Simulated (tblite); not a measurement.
C₄H₃N₂ (doublet state).
Atom-mapped SMILES: `[H]/[N:4]=[C:3](\[C:2]#[CH:1])[CH:5]=[N:6]` (hydrogens: H7 on C1; H8 on N4; H9 on C5)

The geometry is computed with GFN2-xTB (gas phase). This method treats the open shell by occupation alone, without spin polarisation.

Question: What internal coordinates does the optimisation give?

Answer: 
```
 bond  length (Å)
C1≡C2       1.202
C2–C3       1.419
C3=N4       1.260
C3–C5       1.509
C5=N6       1.218
C1–H7       1.050
N4–H8       1.016
C5–H9       1.098
```

A selection of angles:
```
   angle  degrees
C2–C1–H7    179.0
C1–C2–C3    177.7
C2–C3–N4    127.6
C2–C3–C5    115.4
N4–C3–C5    117.0
C3–N4–H8    116.8
C3–C5–N6    127.4
C3–C5–H9    109.3
N6–C5–H9    123.3
```

Torsions: C2–C3–C5–N6 0° (synperiplanar); H8–N4–C3–C2 0° (synperiplanar).

The C–C distances run from 1.202 Å (C1≡C2, drawn triple) to 1.509 Å (C3–C5, drawn single), a spread of 0.307 Å. C5 (carbon bonded to C, N and H) is planar (angles 127.4°, 123.3° and 109.3°, sum 360.0°, 0.00 Å off the plane of its three neighbours). The 6 heavy atoms lie in one plane (0.000 Å rms). C3 (carbon bonded to 2 C and N) is planar (angles 127.6°, 117.0° and 115.4°, sum 360.0°, 0.00 Å off the plane of its three neighbours). The C–N distances run from 1.218 Å (C5=N6, drawn double) to 1.260 Å (C3=N4, drawn double), a spread of 0.042 Å.

Point group: Cs (tolerance 0.08 Å). Its GFN2-xTB frequencies are all real (lowest 59 cm⁻¹).

One conformer stands for the species.
